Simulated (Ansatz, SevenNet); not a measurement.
## Equilibrium lattice constant a of GaS (P6₃/mmc, No. 194) at several levels of theory

No measured value is used here.

```json
[
 {"level (code)": "SevenNet-l3i5", "value (Å)": "3.632"},
 {"level (code)": "LDA (Ansatz)", "value (Å)": "3.536"},
 {"level (code)": "PBE (Ansatz)", "value (Å)": "3.630"},
 {"level (code)": "PBE-D3(BJ) (Ansatz)", "value (Å)": "3.590"},
 {"level (code)": "HSE06 (Ansatz)", "value (Å)": "___"}
]
```

Problem. Complete the blanks.

Solution. 
- HSE06 (Ansatz, a first-principles code), value (Å): 3.599

LDA: LDA has no dispersion term either, though it tends to give short spacings of layers, chains or molecules. PBE: for a layered or molecular solid the relaxed cell lies over 5 % above the published volume, where the minimum can be shallow. PBE, HSE06: the cell comes from a level without a dispersion term, which matters for the spacing of layers, chains or molecules. Cutoffs and k meshes differ between the levels. Ansatz's density-functional and Hartree–Fock values are scalar-relativistic unless marked +SOC, with PAW data made under PBE.

Machine-learned potentials (SevenNet-l3i5) are trained on DFT data: a solid inside that data is no test of them.
